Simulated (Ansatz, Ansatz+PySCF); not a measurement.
```xyz
4

C     0.0005    0.0080   -0.5287
O     0.0080    0.0060    0.6729
H    -0.0075   -0.9478   -1.1189
H    -0.0077    0.9505   -1.1269
```

RHF-MP2 on singlet CH₂O was run in several spherical basis sets with Ansatz (development build ahead of 0.2.0). Frozen core: 2 orbitals.

(1) Rank the basis sets by the total energy that they give, lowest first, with the distance from the lowest.
A. def2-TZVP
B. cc-pVDZ
C. def2-SVP
D. cc-pVTZ
E. STO-3G
F. 6-31G(d)

Results:

(1) D (0.00 eV), A (0.06 eV), B (3.10 eV), F (3.92 eV), C (5.77 eV), E (50.00 eV).

Totals follow the description of the cores as much as that of the bonds, so this order isn't one of quality for chemistry.
